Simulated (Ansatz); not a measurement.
## Structure relaxation of PtC

Method: DFT PBE, scalar-relativistic, plane waves, PAW (Ansatz). Cutoff 420 eV, Γ-centred k mesh, Gaussian smearing, no spin polarisation in the final step.

The start puts PtC on the CuAu (L1_0) structure type (P4/mmm, No. 123), with Pt in place of Cu, C in place of Au, at a guessed volume.

```
Pt C
1.0
     2.62990    0.00000    0.00000
     0.00000    2.62990    0.00000
     0.00000    0.00000    3.44705
Pt C
1 1
Cartesian
  1.3149 1.3149 1.7235
  0.0000 0.0000 0.0000
```

Cell and atoms relax at zero pressure; the relaxation can't lower the symmetry of the start.

Formation energies are uncorrected and refer to the elements' standard structures at the same level.

Task: Describe the relaxed structure.

Result: It ends in Pm-3m (No. 221). The result has the caesium chloride structure. Conventional cell: a = 2.808 Å. Pt is coordinated by 8 C at 2.43 Å and 6 Pt at 2.81 Å; C is coordinated by 8 Pt at 2.43 Å and 6 C at 2.81 Å.

```cif
data_structure
_symmetry_space_group_name_H-M 'Pm-3m'
_symmetry_Int_Tables_number 221
_cell_length_a 2.8080
_cell_length_b 2.8080
_cell_length_c 2.8080
_cell_angle_alpha 90.000
_cell_angle_beta 90.000
_cell_angle_gamma 90.000
_cell_volume 22.14
loop_
_atom_site_label
_atom_site_type_symbol
_atom_site_symmetry_multiplicity
_atom_site_Wyckoff_symbol
_atom_site_fract_x
_atom_site_fract_y
_atom_site_fract_z
_atom_site_occupancy
Pt1 Pt 1 b 0.50000 0.50000 0.50000 1
C1 C 1 a 0.00000 0.00000 0.00000 1
```

Task: What are its volume, energy, density and gap?

Result: The volume per atom is 11.07 Å³, the density is 15.53 g/cm³ and the energy over the elements is 2.00 eV/atom. The gap on the 20×20×20 mesh is 0 eV (a metal).

The final run used a 20×20×20 mesh on its 2-atom cell and 0.10 eV smearing. The k mesh leaves about 4 meV/atom of noise in metals. Spin–orbit coupling is left out. A structure relaxed within its symmetry needn't be a true minimum.

Cost: 3 runs of about 2.7 core-minutes in all, on Arm Neoverse V2 (shared hosts).